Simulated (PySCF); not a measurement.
## Ionisation energy of Cl by level of theory

Cl [Ne] 3s2 3p5 (2P) → Cl⁺ [Ne] 3s2 3p4 (3P), as a difference of total energies. Calculation: PySCF 2.14, in x2c-SVPall (4s3p1d, 18 functions); scalar relativity by spin-free X2C-1e. Correlated levels: valence: [Ne] frozen. The calculations carry no spin-orbit coupling.

Order these methods by the ionisation energy they give, lowest first.
A. UHF
B. TPSS
C. SCS-MP2 (valence)
D. CCSD(T) (valence)

A (11.764 eV), D (12.244 eV), C (12.295 eV), B (12.898 eV).

Errors of the correlated levels include the incompleteness of this basis and the frozen core.

For comparison: 12.974 eV (measured; NIST levels, between the centres of gravity of the two terms).
